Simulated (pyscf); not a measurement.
Optimised with ωB97X-D3(BJ)/def2-SVP in PySCF.

### Question
For the elementary gas-phase step HO–Ti(OH)(OH)–Cl (SMILES [OH][Ti]([OH])([OH])[Cl]) + H• (SMILES [H]) → [O–Ti(OH)(OH)–Cl]• (SMILES [O][Ti]([OH])([OH])[Cl]) + H₂ (SMILES [H][H]) (doublet surface; H–O broken, H–H formed), what barrier and reaction energy does ωB97M-D3(BJ)/def2-TZVP give, measured from the separated reactants?

### Answer
ΔE‡ = 20.3 kcal/mol, ΔE = +17.3 kcal/mol. Zero-point energy shifts the barrier by -0.9 kcal/mol. It is a hydrogen abstraction, with an imaginary mode of 799i cm⁻¹. One saddle was located; it need not be the lowest between these sides. The angle at the transferred H is 155°. Open-shell species with a d-block atom are single-reference here; other states, and whether the spin sits on metal or ligand, were not checked.
